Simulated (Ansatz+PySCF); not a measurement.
Values are calculated unless marked as measured or tabulated.
## 3 C2H2 → benzene

C2H2 (charge 0, multiplicity 1):
```xyz
4

C     0.0000    0.0000   -0.6043
C     0.0000    0.0000    0.6043
H     0.0000    0.0000   -1.6792
H     0.0000    0.0000    1.6792
```

benzene (charge 0, multiplicity 1):
```xyz
12

C     1.3949    0.0000    0.0000
C     0.6975    1.2081    0.0000
C    -0.6975    1.2081    0.0000
C    -1.3949    0.0000    0.0000
C    -0.6975   -1.2081    0.0000
C     0.6975   -1.2081    0.0000
H     2.4880    0.0000    0.0000
H     1.2440    2.1546    0.0000
H    -1.2440    2.1546    0.0000
H    -2.4880    0.0000    0.0000
H    -1.2440   -2.1546    0.0000
H     1.2440   -2.1546    0.0000
```

Shapes relaxed with PBE0/def2-SVP. Single points in def2-SVP with Ansatz (development build ahead of 0.2.0), no zero-point energy. Correlated methods freeze no orbital on H to Be, one on B to Mg, five on Al to Zn, nine on Ga to Sr.

| method | reaction energy |
| --- | --- |
| HF (restricted) | -157.06 kcal/mol |
| HF (unrestricted) | -159.04 kcal/mol |
| MP2 (restricted) | -163.23 kcal/mol |
| MP2 (unrestricted) | -144.03 kcal/mol |
| PBE0 (restricted) | -186.12 kcal/mol |
| r2SCAN (restricted) | -182.95 kcal/mol |
| wB97X (restricted) | -178.22 kcal/mol |

(1) What does PBE (restricted) give?

Answers

(1) -179.68 kcal/mol. Caution for HF (unrestricted), MP2 (unrestricted): the determinant breaks the point group; the unrestricted determinant is spin contaminated. Caution for MP2 (unrestricted): another reference gives a lower total.
